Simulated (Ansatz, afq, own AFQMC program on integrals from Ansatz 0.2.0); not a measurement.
## NO, quartet in 6-31G, levels against full CI

```yaml
atoms:
  - { symbol: N, position_ang: [0.0000, 0.0000, 0.0000] }
  - { symbol: O, position_ang: [0.0000, 0.0000, 4.8330] }
```

Basis 6-31G. Only valence electrons are correlated. Ansatz 0.2.0 and our own AFQMC program on the same integrals; the CISD trial comes from CCSD amplitudes, and released means the phaseless constraint is let go. Uncertainties: one standard error, sampling alone.

Determinant: UHF, the one that the program's search chose, which needn't be the lowest solution. The geometry is a point of a scan.

Full CI on the same integrals is exact in this basis and with this determinant's frozen core.

Cautions: lower spins were not checked; strong correlation (T1 0.004, weight of the determinant 0.64, largest double 0.69); (T) is large, 9 % of the CCSD correlation; unrestricted determinant spin contaminated (⟨S²⟩ 4.75 against 3.75); the CCSD(T) amplitudes may be one of several solutions (largest double 0.69); the CCSDT(Q) amplitudes may be one of several solutions (largest double 0.96); the CCSDTQ amplitudes may be one of several solutions (largest double 0.96); the ph-AFQMC/CISD walk drifts between its halves (2.7 errors); the released energy hasn't reached full CI (89 meV above it at 2.40 1/Eh), so no released level is given (meV from the phaseless value at times in 1/Eh: -3 ± 11 at 0.24, -8 ± 8 at 0.51, -7 ± 6 at 0.99, -2 ± 7 at 1.62, -13 ± 8 at 2.40); the next higher spin lies close (within 5 meV by full CI); the determinant fills πx and πy unequally, so it mixes two states of the linear molecule, and each level undoes that mixture to a different degree, while full CI gives the lower state.

```
T1 diagnostic                               : 0.0038
weight of the determinant in the CISD state : 0.643
⟨S²⟩ of the determinant                     : 4.755
size of the correlated space                : 11 electrons in 16 orbitals
```

```csv
level,correlation energy (eV)
MP2,-2.1554
CCSD,-3.3507
CCSD(T),-3.6521
```

(1) Estimate where phaseless AFQMC with the Hartree–Fock trial lies against CCSD(T) on the same integrals.

(1) 799.7 ± 14.5 meV above CCSD(T).

Reference: full CI, correlation energy -3.692 eV. The cautions show a poor starting determinant, so the rows tell how each method copes with it here, and full CI is the sure value.

| level | E − E(reference) (meV) | share of correlation (%) |
| --- | --- | --- |
| CCSD(T) | 39.9 | 98.92 |
| CCSDT | 1.0 | 99.97 |
| CCSDT(Q) | -0.9 | 100.03 |
| CCSDTQ | 0.2 | 99.99 |
| ph-AFQMC/HF | 839.6 ± 14.5 | 77.26 |
| ph-AFQMC/CISD | 101.4 ± 8.2 | 97.25 |

CCSDT and higher add their correlation energy to the determinant of the CCSD(T) run, since their own runs factorise the integrals more tightly (a shift of under 2 meV).
